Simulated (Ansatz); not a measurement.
`FC(F)C(F)F` → `F[C]F` + difluoromethane at 298.15 K and 1 bar (formal loss of a carbene).

Gas-phase electronic energies from Ansatz, PBE0-D4/def2-TZVP geometries. CCSD(T)/CBS adds triple-zeta CCSD(T) − MP2 to the extrapolated MP2 energy (def2 sets, frozen cores). This one scheme is used for every species. Each species was taken in one conformer, which may not be the lowest.

| species | CCSD(T)/CBS energy (Eh) | H − E (kJ/mol) | S (J/(mol·K)) |
| --- | --- | --- | --- |
| `FC(F)C(F)F` | -476.45942 | 138.2 | 313.9 |
| `F[C]F` | -237.54028 | 28.9 | 240.6 |
| `FCF` | -238.82660 | 97.1 | 246.5 |

H − E and S are ideal-gas, rigid-rotor, harmonic terms from PBE0-D4/def2-TZVP, for one conformer and one mirror image of each species. 1 Eh = 2625.50 kJ/mol, R = 8.31446 J/(mol·K).

Question: By hand: ΔE, ΔH, ΔS and ΔG.

Answer: ΔE = (-237.54028) + (-238.82660) − (-476.45942) = 0.09254 Eh = 243.0 kJ/mol. Δ(H − E) = 28.9 + 97.1 − 138.2 = -12.2, so ΔH = 230.8 kJ/mol. ΔS = 240.6 + 246.5 − 313.9 = 173.2 J/(mol·K). ΔG = 230.8 − 298.15 × (173.2)/1000 = 179.2 kJ/mol.

Question: By hand: the equilibrium constant, and the temperature at which ΔG would vanish if ΔH and ΔS stayed fixed.

Answer: log₁₀ K = −ΔG/(RT ln 10) = -31.4. ΔG = 0 at ΔH/ΔS = 1333 K.

The number of gas molecules changes by +1, which sets the sign of ΔS. A doubt of 5 kJ/mol in ΔE shifts log₁₀ K by 0.9 here. Other conformers and mirror images would add mixing entropy, several J/(mol·K) or more a flexible species. These are equilibria of isolated gas molecules and say nothing of rates. Largest T1 diagnostic: 0.017 (customary marks: 0.02 for closed shells, 0.045 for open ones).
